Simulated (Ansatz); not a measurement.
Write a Python script for Ansatz 0.2.0 through its Python package that makes a composite energy at a relaxed geometry of CH5NO, SMILES NCO. Use (for the species named): r2SCAN, def2-SVP basis, multiplicity 1.

```xyz
8

N    -0.6035   -0.1803   -0.6926
C     0.2580    0.3513    0.2899
O     0.6018   -0.7447    1.0583
H    -0.0707   -0.7917   -1.2888
H    -0.9010    0.6259   -1.3419
H    -0.2183    1.1179    0.9268
H     1.1803    0.7972   -0.1595
H    -0.1544   -1.2328    1.1521
```

The script, `ch5no_composite.py`:
```python
"""Relax CH5NO cheaply, then refine its energy."""

import itertools

import ansatz
from ase.data import atomic_numbers, covalent_radii
import numpy as np

molecule = (
    ansatz.Crystal.molecule()
    .atom("N", (-0.6035, -0.1803, -0.6926))
    .atom("C", (0.258, 0.3513, 0.2899))
    .atom("O", (0.6018, -0.7447, 1.0583))
    .atom("H", (-0.0707, -0.7917, -1.2888))
    .atom("H", (-0.901, 0.6259, -1.3419))
    .atom("H", (-0.2183, 1.1179, 0.9268))
    .atom("H", (1.1803, 0.7972, -0.1595))
    .atom("H", (-0.1544, -1.2328, 1.1521))
)

calc = molecule.calculation().basis(gaussian="def2-SVP").functional("r2scan")
symbols = [site.symbol for site in molecule.cartesian_sites]
start = np.array([site.position_ang for site in molecule.cartesian_sites], dtype=float)
r = calc.relax(force_tolerance=0.01, max_steps=100).run(threads=1).report
end = np.array(r["positions_ang"])
# pairs closer than 1.2 times the sum of covalent radii, before or after
radius = [covalent_radii[atomic_numbers[s]] for s in symbols]
span = lambda where, i, j: np.linalg.norm(where[i] - where[j])
bonded = [(i, j) for i, j in itertools.combinations(range(len(symbols)), 2) if min(span(start, i, j), span(end, i, j)) < 1.2 * (radius[i] + radius[j])]
print("pair        before    after (A)")
for i, j in bonded:
    print(f"{symbols[i]}{i}-{symbols[j]}{j}".ljust(10), f"{span(start, i, j):8.4f} {span(end, i, j):8.4f}")
for first, second in list(itertools.combinations(bonded, 2)):
    shared = set(first) & set(second)
    if shared and symbols[(j := shared.pop())] != "H":
        i, k = sorted((set(first) | set(second)) - {j})
        u, v = end[i] - end[j], end[k] - end[j]
        angle = np.degrees(np.arccos(np.clip(u @ v / np.linalg.norm(u) / np.linalg.norm(v), -1, 1)))
        print(f"final angle {symbols[i]}{i}-{symbols[j]}{j}-{symbols[k]}{k}: {angle:.2f} deg")

minimum = ansatz.Crystal.molecule()
for symbol, place in zip(symbols, end):
    minimum = minimum.atom(symbol, place.tolist())
at_minimum = minimum.calculation()
# MP2 extrapolated to the basis limit, plus the small-basis difference CCSD(T) - MP2
level = lambda method, basis: at_minimum.basis(gaussian=basis).correlation(method).run(threads=1).report
small, large, cluster = level("mp2", "cc-pVDZ"), level("mp2", "cc-pVTZ"), level("ccsd_t", "cc-pVDZ")
corr = lambda each: (each["free_energy_ev"] - each["reference_energy_ev"]) / 27.211386246
mp2_limit = (27 * corr(large) - 8 * corr(small)) / 19
pieces = {"HF / cc-pVTZ": large["reference_energy_ev"] / 27.211386246, "MP2 correlation, DZ-TZ limit": mp2_limit, "CCSD(T) - MP2 / cc-pVDZ": corr(cluster) - corr(small)}
for name, value in pieces.items():
    print(f"{name:32s} {value:14.6f} Ha")
print(f"{'sum':32s} {sum(pieces.values()):14.6f} Ha")
print("T1 diagnostic", round(cluster["correlation"]["coupled_cluster"]["t1_diagnostic"], 4))
```

```console
$ python ch5no_composite.py
pair        before    after (A)
N0-C1        1.4107   1.4454
N0-H3        1.0065   1.0202
N0-H4        1.0771   1.0189
C1-O2        1.3820   1.4011
C1-H5        1.1046   1.1121
C1-H6        1.1187   1.1096
O2-H7        0.9049   0.9690
final angle C1-N0-H3: 110.99 deg
final angle C1-N0-H4: 111.62 deg
final angle N0-C1-O2: 110.33 deg
final angle N0-C1-H5: 106.98 deg
final angle N0-C1-H6: 115.18 deg
final angle H3-N0-H4: 107.71 deg
final angle O2-C1-H5: 112.44 deg
final angle O2-C1-H6: 104.94 deg
final angle C1-O2-H7: 105.20 deg
final angle H5-C1-H6: 107.06 deg
HF / cc-pVTZ                        -170.144338 Ha
MP2 correlation, DZ-TZ limit          -0.693180 Ha
CCSD(T) - MP2 / cc-pVDZ               -0.043677 Ha
sum                                 -170.881195 Ha
T1 diagnostic 0.0091
```

Reading the output:
- Total energies depend on the basis set; only differences at equal settings carry meaning.
- The sum leaves out core correlation, relativity, the Hartree-Fock basis error and zero-point energy; a DZ-TZ extrapolation is rough.
- Inner cores stay frozen, so this is valence correlation.
- An extrapolation from small basis sets is rough.
- The whole script took 30 s on 1 thread of Arm Neoverse V2 (shared host), peak memory 0.32 GiB.

(A comment or docstring line of the script was reworded after the run, the code is as it ran; lines on the test bed's own set-up are left out of the output.)
